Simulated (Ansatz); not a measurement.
# Counterpoise correction, worked out

The pair of NH3 (SMILES N, atoms 1–4) and SiH3Cl (SMILES [SiH3]Cl, atoms 5–9), both closed shells, in one local arrangement (a lower one may exist), relaxed at PBE0-D4/def2-TZVP:

```
9
angstrom
N -0.0074 0.0332 -1.5580
H 0.9748 0.1257 -1.7868
H -0.2795 -0.9119 -1.7995
H -0.5223 0.6632 -2.1608
Si -0.1179 0.1228 1.4430
Cl 1.1656 -1.4550 1.0840
H 0.4546 1.3871 0.9383
H -0.2023 0.2041 2.9258
H -1.4655 -0.1691 0.9142
```

Computed with Ansatz 0.2.0 (basis: def2-TZVPPD); correlated methods freeze the cores.

CCSD(T) total energies in eV:

| system | geometry | basis functions | energy |
| --- | --- | --- | --- |
| pair | pair | all | -21962.46653 |
| NH3 | as in the pair | all (partner as ghosts) | -1536.87188 |
| SiH3Cl | as in the pair | all (partner as ghosts) | -20425.46399 |
| NH3 | as in the pair | its own | -1536.85987 |
| SiH3Cl | as in the pair | its own | -20425.44269 |
| NH3 | free (PBE0-D4 minimum) | its own | -1536.86074 |
| SiH3Cl | free (PBE0-D4 minimum) | its own | -20425.46936 |

(1) Work out the interaction energy with and without the counterpoise correction, the superposition error, and the binding energy from the relaxed fragments.

The T1 diagnostic stays at or below 0.009.

Answers

(1) Without correction: -21962.46653 − (-1536.85987) − (-20425.44269) = -0.16397 eV.
With correction (each fragment in the whole basis): -21962.46653 − (-1536.87188) − (-20425.46399) = -0.13066 eV = -3.01 kcal/mol.
The superposition error is the difference, 0.03331 eV, 20 % of the uncorrected value: each fragment borrows its partner's functions.
Deformation from the free shapes: 0.00087 eV for NH3 and 0.02667 eV for SiH3Cl.
Binding energy from relaxed fragments: -0.13066 + 0.00087 + 0.02667 = -0.10312 eV = -2.38 kcal/mol (electronic, without zero-point energy; negative means bound). For comparison, the corrected interaction energy by CCSD(T) at an estimated basis limit (MP2 extrapolated from triple and quadruple zeta, plus CCSD(T) − MP2 in triple zeta) is -0.156 eV; triple zeta with the correction binds less.

For scale, one of the runs: CCSD(T)/def2-TZVPPD, 238 basis functions, launched by `ansatz run in.yaml --threads 4 --pin off --events-out ev --progress --plain --max-ram 9574MiB`. Time: 45 s of wall clock on 4 CPU threads of an Arm Neoverse V2; the host was shared. Peak host memory: 4.2 GiB.
